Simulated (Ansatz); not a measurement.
**CH₇BS (built from SMILES BC.S): search for a transition state**

Is there a first-order saddle for this four-centre ligand exchange, which should form B1–S6, C2–H5 and break B1–C2, H5–S6, and which two structures does it connect?

The runs use Ansatz 0.2.0, Gaussian basis; PBE0-D4, def2-SVP first, then def2-TZVP.

31 further runs of the same task are left out: 31 set aside as unsound or not needed.

### Step 1. The system as given

The guess: 10 atoms, charge 0, spin multiplicity 1.

Atoms are counted from 1 here; the program's logs count them from 0.

Bond lengths: B1–H3 1.168 Å, B1–H4 1.168 Å, B1–H5 1.301 Å, C2–H7 1.084 Å, C2–H8 1.085 Å, C2–H9 1.086 Å, S6–H10 1.332 Å. Angles: H3–B1–H4 121.5°, H3–B1–H5 120.6°, H4–B1–H5 117.8°, H7–C2–H8 108.0°, H7–C2–H9 108.1°, H8–C2–H9 110.4°.

Geometry (Å):

```xyz
10

B    -0.85710    0.04490   -0.22510
C     0.93690    0.23130   -0.66940
H    -1.23270   -1.01360   -0.54650
H    -1.43770    1.01480   -0.51980
H     0.20290    0.17350    0.51810
S    -0.83000    0.02850    1.98080
H     0.71630    0.21440   -1.73080
H     1.42850    1.17260   -0.44450
H     1.59680   -0.60290   -0.44780
H    -0.52380   -1.26350    2.08500
```

Distances that are to change: B1–S6 2.21 Å, C2–H5 1.40 Å, B1–C2 1.86 Å, H5–S6 1.80 Å.

### Step 2. Relaxing the guess with the reacting distances held

hold/in.yaml reads:

```yaml
crystal:
  periodic: [false, false, false]
  atoms:
    - {symbol: B, position_ang: [-0.857100, 0.044900, -0.225100]}
    - {symbol: C, position_ang: [0.936900, 0.231300, -0.669400]}
    - {symbol: H, position_ang: [-1.232700, -1.013600, -0.546500]}
    - {symbol: H, position_ang: [-1.437700, 1.014800, -0.519800]}
    - {symbol: H, position_ang: [0.202900, 0.173500, 0.518100]}
    - {symbol: S, position_ang: [-0.830000, 0.028500, 1.980800]}
    - {symbol: H, position_ang: [0.716300, 0.214400, -1.730800]}
    - {symbol: H, position_ang: [1.428500, 1.172600, -0.444500]}
    - {symbol: H, position_ang: [1.596800, -0.602900, -0.447800]}
    - {symbol: H, position_ang: [-0.523800, -1.263500, 2.085000]}
basis:
  gaussian: {orbitals: def2-SVP}
hamiltonian: {xc: pbe0, dispersion: d4}
relax: {f_tol: 0.08, max_steps: 120, escape_saddle: false, constraints: [{distance: [0, 5]}, {distance: [1, 4]}, {distance: [0, 1]}, {distance: [4, 5]}]}
```

No record of the launch command was kept for these runs.

The runs that follow: Saddle search in the small basis; Saddle search in triple zeta; Checking the order of the point; Relaxing after a step of 0.30 Å one way along the mode; Relaxing after a step of 0.30 Å the other way along the mode.

Q: Predict the outcome of this session. Wanted: imaginary mode; barrier from the start side; barrier from the end side; energy of the step; pairs that change; zero-point energy at the saddle.

**Answer**, as computed:

```
                       quantity                                     value
                 imaginary mode                                 947i cm⁻¹
    barrier from the start side                               91.4 kJ/mol
      barrier from the end side                              144.2 kJ/mol
             energy of the step                              -52.7 kJ/mol
              pairs that change  C2–H5 formed, B1–C2 broken, H5–S6 broken
zero-point energy at the saddle                                  2.035 eV
```

What this shows: The point has a single imaginary mode (947i cm⁻¹), as a transition state must. The two relaxations end on the structures that were planned. At PBE0-D4/def2-TZVP the electronic barrier is 91.4 kJ/mol, about 37 kT at 298 K, and the step runs 52.7 kJ/mol downhill. The ends are the nearest minima, not always the lowest complexes.
